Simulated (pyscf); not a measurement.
Single points on ωB97X-D3(BJ)/def2-SVP structures (PySCF, gas phase). MP2 and CC: frozen core, UHF for open shells. ΔMP2 is the change of the MP2 total energy from the triple- to the quadruple-zeta basis.

Q: `[ClH]` + `[CH2]=[CH][Cl]` → `[Cl][CH2][CH2][Cl]`
Surface: singlet. Broken: Cl–H. Formed: C–Cl, C–H. Give ΔE‡ and ΔE from CCSD(T)/def2-TZVPP + ΔMP2(QZVPP), relative to the separated reactants.

A: ΔE‡ = 203.3 kJ/mol, ΔE = -80.9 kJ/mol. Zero-point energy shifts the barrier by +0.1 kJ/mol. It is an addition across a multiple bond or ene-type step, with an imaginary mode of 1863i cm⁻¹. On the product side the descent ends in a point that may be a rotor saddle (no frequency run), 4.7 kJ/mol over the lowest minimum found and 285.0 kJ/mol under the saddle at ωB97X-D3(BJ)/def2-TZVP. At ωB97X-D3(BJ)/def2-TZVP the barrier from the zero used here is 191.9 kJ/mol. One saddle was located; it need not be the lowest between these sides. The CCSD(T) − MP2 part came from Ansatz, without density fitting, on the same reference.
